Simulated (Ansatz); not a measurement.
```xyz
6

O    -0.418    0.383    0.935
Al   -1.280   -0.083   -0.503
Si    0.929   -0.067    0.023
H    -2.829   -0.069   -0.802
H     1.890    1.039   -0.244
H     1.708   -1.202    0.592
```

Total charge 0; spin multiplicity 1.

**Question.** List the PBE0/def2-TZVPP orbital energies in eV (Ansatz 0.2.0). (Estimate.)

**Answer.** Ansatz gave: Occupied: -1802.99, -1528.35, -522.13, -145.23, -114.22, -99.93, -99.87, -99.85, -74.32, -74.18, -74.11, -26.73, -14.33, -12.03, -10.80, -10.62, -9.93, -8.65, -6.33. Lowest empty: -1.51, -1.29, -0.13, 1.45, 1.95, 1.96, 2.44, 3.65.
